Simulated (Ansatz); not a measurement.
# C3H5F2, SMILES F[CH]CCF: vertical energies of changing the electron count

Computed with the Python package of Ansatz (0.2.0).

The cells in order, each with its output:

```python
import ansatz as az
```

```python
def single_point(molecule, charge=0, unpaired=0):
    calc = molecule.calculation().basis(gaussian="6-31G").functional("r2scan", dispersion="d3bj")
    if charge:
        calc = calc.charge(charge)
    if unpaired:
        calc = calc.spin("collinear", total=unpaired)
    return calc.run(threads=1).report["free_energy_ev"]
```

```python
mol = (
    az.Crystal.molecule()
    .atom("F", [-1.7306, -1.0325, 1.3425])
    .atom("C", [-0.6251, -0.3238, 1.1704])
    .atom("C", [0.2443, -0.5656, 0.0043])
    .atom("C", [0.3628, 0.6208, -0.9442])
    .atom("F", [0.8591, 1.6763, -0.3433])
    .atom("H", [-0.5066, 0.4745, 1.9095])
    .atom("H", [-0.0245, -1.467, -0.5041])
    .atom("H", [1.3278, -0.7277, 0.3892])
    .atom("H", [-0.7147, 0.9111, -1.2185])
    .atom("H", [0.8907, 0.3828, -1.8029])
)
```

```python
# delta-SCF style differences, no relaxation
parent = single_point(mol, 0, 1)
cation = single_point(mol, 1, 0)
print(f"E(N)   = {parent:.5f} eV")
print(f"E(N-1) = {cation:.5f} eV  (0 unpaired)")
print(f"vertical ionisation energy {cation - parent:.3f} eV")
```

    DeckWarning: the engine holds no damping parameters fitted to this dispersion correction and functional, so the run takes those fitted to r2scan beside the three-body term, which d3bj leaves out (hamiltonian.dispersion, under Limitations)
    E(N)   = -8617.36417 eV
    E(N-1) = -8609.32467 eV  (0 unpaired)
    vertical ionisation energy 8.039 eV

At this unrelaxed geometry removing an electron costs 8.04 eV.

What to keep in mind:
- These settings explore the input space; basis and method may be short of convergence.
- Warnings are shown shortened and without file and line.
- The geometry is a force-field or estimated start, not a minimum of this method, and the basis set is short of its limit. All parts are taken at fixed geometry, without zero-point energy. At an unrelaxed start these energies can be a whole eV from those at the minimum, and a small affinity can change sign.
- The species is open-shell (spin multiplicity 2).
- Only the spin states typed were run; another state of an ion can lie lower, by up to an eV or two.
- A dispersion term here runs with damping parameters fitted for another variant or functional.
- Wall time of the script: 15 s on 1 thread of Arm Neoverse N1, on a shared host, peak memory 0.22 GiB.
